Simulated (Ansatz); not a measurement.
Cartesian coordinates in Å:
```
C 0.416 1.006 0.438
N -0.734 0.165 0.110
C -0.489 -0.765 -1.024
C -0.434 -1.292 0.133
H 1.378 0.538 0.183
H 0.402 1.227 1.509
H 0.330 1.954 -0.101
H -0.503 -0.746 -2.099
H -0.366 -2.088 0.852
```

Charge 0, multiplicity 1.

**Question.** List the PBE/def2-TZVPP orbital energies in eV (Ansatz). (Estimate.)

**Answer.** Ansatz gave: Occupied: -380.77, -270.05, -270.02, -269.02, -24.32, -18.29, -14.70, -14.53, -12.52, -10.58, -10.33, -9.91, -7.61, -7.36, -4.63. Lowest empty: -1.30, 1.04, 1.33, 1.37, 2.13, 2.13, 2.68, 3.18.
